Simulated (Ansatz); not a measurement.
Geometry optimisation, RKS PBE/def2-SVP (Ansatz).

Input:

```yaml
crystal:
  periodic: [false, false, false]
  atoms:
    - { symbol: B, position_ang: [0.0, 0.0, 0.0] }
    - { symbol: H, position_ang: [0.6594, 0.0, 1.2237] }
    - { symbol: C, position_ang: [1.7899, 0.0, 0.1905] }
    - { symbol: H, position_ang: [2.1194, -1.0462, 0.0203] }
    - { symbol: H, position_ang: [1.6534, 0.508, -0.7869] }
    - { symbol: H, position_ang: [2.5594, 0.5381, 0.7823] }
    - { symbol: Cl, position_ang: [-1.6108, 0.0, -0.93] }
basis:
  gaussian: { orbitals: def2-SVP }
hamiltonian:
  xc: pbe
relax:
  f_tol: 0.15
  max_steps: 25
  restrain:
    - { distance: [1, 2], at: 1.11, k: 30.0 }
    - { distance: [0, 1], at: 2.39, k: 30.0 }
    - { distance: [0, 2], at: 2.8, k: 30.0 }
```

Run as:

```bash
$ ansatz run input.yaml --threads 1 --pin off --max-ram 2048MiB --backend cpu --events-out ev --progress --plain --runs-dir out
```

Where does it end, and by what steps?

The run converged. The restraints hold the end off the free minimum; the threshold counts their pulls, which the force column leaves out. Restrained pairs: H2–C3 (1.53 → 1.11 Å), B1–H2 (1.39 → 2.39 Å), B1–C3 (1.80 → 2.82 Å). After 13 steps the energy has fallen by 2.386 eV (the restraints' own energy left out); B1 moved furthest, 1.04 Å.

```
step  energy less start (eV)  largest force component (eV/Å)  accepted
   0                  0.0000                           5.013       yes
   1                  1.6804                           6.070       yes
   2                  1.5858                           6.353       yes
   3                  0.8449                          10.535       yes
   4                 -1.0360                           3.631       yes
   5                 -2.0078                           1.222       yes
   6                 -0.2636                          13.328        no
   7                 -2.2001                           1.012       yes
   8                 -2.2555                           0.996       yes
   9                 -2.3019                           0.878       yes
  10                 -2.3253                           0.874       yes
  11                 -2.3707                           0.616       yes
  12                 -2.3830                           0.483       yes
  13                 -2.3857                           0.458       yes
```

```xyz
7
Properties=species:S:1:pos:R:3
B -0.923 -0.372 0.297
H 1.209 0.224 1.199
C 1.857 0.067 0.314
H 1.821 -0.998 0.016
H 1.527 0.706 -0.526
H 2.903 0.332 0.573
Cl -1.224 0.042 -1.373
```

Run time: 11 s on 1 thread of Intel(R) Xeon(R) 6975P-C (Granite Rapids), on a shared host, peak memory 0.14 GiB.
